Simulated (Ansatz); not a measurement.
Input for Ansatz (development build ahead of 0.2.0):

```yaml
crystal:
  periodic: [false, false, false]
  atoms:
    - { symbol: C, position_ang: [0.0, 0.0, -1.20888] }
    - { symbol: Cl, position_ang: [0.0, 0.0, 0.70846] }
    - { symbol: H, position_ang: [0.0, -1.11954, -1.59687] }
    - { symbol: H, position_ang: [-0.96955, 0.55977, -1.59687] }
    - { symbol: H, position_ang: [0.96955, 0.55977, -1.59687] }
basis:
  gaussian: { orbitals: cc-pVTZ }
hamiltonian:
  xc: hf
correlation:
  method: mp2
  frozen_orbitals: { C: 1, Cl: 5, H: 0 }
```

The input is written out in the form of the current development build from the run's settings.

Output:

```json
{
  "Converged": "yes",
  "Reference energy": "-499.12044 hartree",
  "Correlation energy": "-0.37579 hartree",
  "Total energy": "-499.49623 hartree",
  "Spin squared of the determinant": "0.000"
}
```
